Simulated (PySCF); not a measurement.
**Chlorocyclopentane: calculation and literature**

Molfile (atoms numbered from 1):
```
C5H9Cl
     RDKit          3D

 15 15  0  0  0  0  0  0  0  0999 V2000
    1.9896    0.1225   -1.3961 Cl  0  0  0  0  0  0  0  0  0  0  0  0
    1.1758   -0.4184    0.1279 C   0  0  0  0  0  0  0  0  0  0  0  0
    0.5726    0.7791    0.8441 C   0  0  0  0  0  0  0  0  0  0  0  0
   -0.7132    1.0835    0.0613 C   0  0  0  0  0  0  0  0  0  0  0  0
   -1.1116   -0.2460   -0.6243 C   0  0  0  0  0  0  0  0  0  0  0  0
   -0.0409   -1.2655   -0.2090 C   0  0  0  0  0  0  0  0  0  0  0  0
    1.9492   -0.9460    0.7013 H   0  0  0  0  0  0  0  0  0  0  0  0
    0.3367    0.4632    1.8750 H   0  0  0  0  0  0  0  0  0  0  0  0
    1.2671    1.6280    0.9114 H   0  0  0  0  0  0  0  0  0  0  0  0
   -1.5039    1.4724    0.7194 H   0  0  0  0  0  0  0  0  0  0  0  0
   -0.5184    1.8588   -0.6935 H   0  0  0  0  0  0  0  0  0  0  0  0
   -1.1117   -0.1264   -1.7173 H   0  0  0  0  0  0  0  0  0  0  0  0
   -2.1201   -0.5813   -0.3413 H   0  0  0  0  0  0  0  0  0  0  0  0
   -0.3408   -1.7936    0.7126 H   0  0  0  0  0  0  0  0  0  0  0  0
    0.1705   -2.0283   -0.9712 H   0  0  0  0  0  0  0  0  0  0  0  0
  1  2  1  0
  2  3  1  0
  3  4  1  0
  4  5  1  0
  5  6  1  0
  6  2  1  0
  2  7  1  0
  3  8  1  0
  3  9  1  0
  4 10  1  0
  4 11  1  0
  5 12  1  0
  5 13  1  0
  6 14  1  0
  6 15  1  0
M  END
```

Measured values that the calculation should reproduce: δ 13C C2 62.0; C3/C6 37.2; C4/C5 23.1 ppm (measured; solution, not stated per compound (mostly CDCl3 or CCl4); Pretsch, Buehlmann, Badertscher, Structure Determination of Organic Compounds, 4th ed. (2009)).

[PySCF 2.14.0 with density-fitted response routines: geometry from PBE0-D3(BJ)/def2-SVP; σ from GIAO-HF/pcSseg-2; relativity neglected; isolated molecule; one computed conformer; one averaged value for each set of equivalent atoms]

Q: What does the calculation give, and how does it compare?

A: 
Reference values: measured (solution, not stated per compound (mostly CDCl3 or CCl4); Pretsch, Buehlmann, Badertscher, Structure Determination of Organic Compounds, 4th ed. (2009)).
```json
{"atoms": "C2", "quantity": "δ 13C", "reference": "62.0", "computed": "63.7"}
{"atoms": "C3/C6", "quantity": "δ 13C", "reference": "37.2", "computed": "36.2"}
{"atoms": "C4/C5", "quantity": "δ 13C", "reference": "23.1", "computed": "20.5"}
```

Computed shifts are σ(ref) − σ with the named reference compound (TMS for H and C) calculated as an isolated molecule at the same level.

Q: How far are the unscaled 13C shifts from the references?

A: Mean signed difference -0.63 ppm, mean absolute 1.77 ppm over 3 comparisons; the largest is -2.6 ppm at C4/C5 (sp3 CH2 in a ring).

3 of the 6 published NMR values on file for this molecule are compared.

Carbons that carry Cl, above all several Cl atoms, come out too deshielded, partly because spin–orbit coupling is missing.
